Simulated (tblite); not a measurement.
Isomers of C5H9 (doublet state). Calculated harmonic vibrations of the isolated species, GFN2-xTB (tblite), most abundant isotopes, no scaling. This tight-binding method is rough: wavenumbers can miss measured ones by several per cent, in bad cases by 10 to 20. One conformer each. Open shells enter through the occupations alone, without spin polarisation, and single modes of such species can be off by tens of per cent.

Electronic energies: GFN2-xTB at the same geometries; isomer energies are rough at this level and their order can be wrong.

```json
{"SMILES": "[CH]1CCCC1", "electronic energy, lowest = 0 (kcal/mol)": "0.0"}
{"SMILES": "[CH2]C(=C)CC", "electronic energy, lowest = 0 (kcal/mol)": "13.2"}
{"SMILES": "[CH2]CC1CC1", "electronic energy, lowest = 0 (kcal/mol)": "28.6"}
{"SMILES": "C=[C]CCC", "electronic energy, lowest = 0 (kcal/mol)": "34.6"}
```

Q: How do GFN2-xTB zero-point energies change the relative energies?

A: 
```tsv
SMILES	ZPE (kcal/mol)	of it from modes above 1550 cm⁻¹	electronic (kcal/mol)	with ZPE, lowest = 0 (kcal/mol)	lowest mode (cm⁻¹)	rings
[CH]1CCCC1	77.7	38.1	0.0	0.0	170	1
[CH2]C(=C)CC	75.9	39.5	13.2	11.5	48	0
[CH2]CC1CC1	75.7	39.3	28.6	26.7	55	1
C=[C]CCC	75.6	40.9	34.6	32.6	79	0
```

The zero-point energies span 2.1 kcal/mol, from `C=[C]CCC` to `[CH]1CCCC1`. The order is unchanged.

Q: What do entropy and thermal enthalpy add at 298.15 K and 1 bar (rigid rotor, harmonic oscillator, one conformer each)?

A: 
```tsv
SMILES	point group	symmetry number	S (cal/(mol K))	H − H(0) (kcal/mol)	ZPE + H − H(0) − TS (kcal/mol)
[CH]1CCCC1	C2	2	71.8	3.90	60.2
[CH2]C(=C)CC	Cs	1	79.4	4.65	56.9
[CH2]CC1CC1	C1	1	80.1	4.65	56.5
```

S holds R ln(2S + 1) for the spin.

Not tabulated: `C=[C]CCC` (point group not settled).
